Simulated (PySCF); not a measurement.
Molecule: `C(=C)CN(C)C`, C5H11N.

Geometry (Å), atoms numbered from 1 in this order:
```xyz
17

C     2.6875   -0.1781    0.2120
C     1.6138    0.3335   -0.3590
C     0.3610    0.7087    0.3692
N    -0.8105    0.1633   -0.3010
C    -0.8260   -1.2829   -0.2366
C    -2.0356    0.7213    0.2278
H     2.7279   -0.3711    1.2721
H     3.5741   -0.4182   -0.3499
H     1.5837    0.5189   -1.4239
H     0.4227    0.3865    1.4249
H     0.2661    1.8005    0.3549
H    -1.6545   -1.6570   -0.8365
H    -0.9388   -1.6588    0.7936
H     0.1062   -1.6687   -0.6453
H    -2.1848    0.4903    1.2954
H    -2.0209    1.8035    0.1052
H    -2.8790    0.3203   -0.3330
```

Frames of a GFN2-xTB Langevin trajectory at 400 K; GIAO PBE0/pcSseg-1 shieldings in PySCF 2.14.0 with density-fitted response routines, gas phase, non-relativistic; equivalent atoms averaged within each frame.

δ = σ(ref) − σ, references computed at the same level: 13C (σ = 186.93 ppm), 1H (σ = 31.72 ppm) vs TMS; 15N (σ = 267.73 ppm) against NH3. The references are static minima.

How do the shifts (ppm) fluctuate along the trajectory?

## Answers


```csv
time (fs),C2,C1,C3,C5/C6,N4,H9,H8,H7,H12/H13/H14/H15/H16/H17,H10/H11
250,142.9,117.8,68.5,48.2,55.3,6.14,6.06,5.07,2.61,2.47
425,163.9,123.1,57.4,49.5,35.4,6.97,5.86,5.30,2.83,3.28
625,137.8,120.8,76.8,49.0,53.0,6.86,5.84,5.69,1.91,2.96
800,168.2,121.3,78.0,52.6,45.9,6.77,6.18,5.65,2.63,4.11
1000,152.0,133.5,65.3,51.1,54.7,6.63,6.82,6.21,2.65,3.18
mean of frames,153.0,123.3,69.2,50.1,48.9,6.67,6.15,5.58,2.53,3.20
standard deviation,13.1,6.0,8.5,1.8,8.4,0.32,0.40,0.43,0.36,0.60
```

5 frames give an uncertainty of the mean of about the standard deviation over 2.2 at best, since frames this close in time may not be independent; classical motion lacks zero-point vibration, and the reference would need the same averaging.
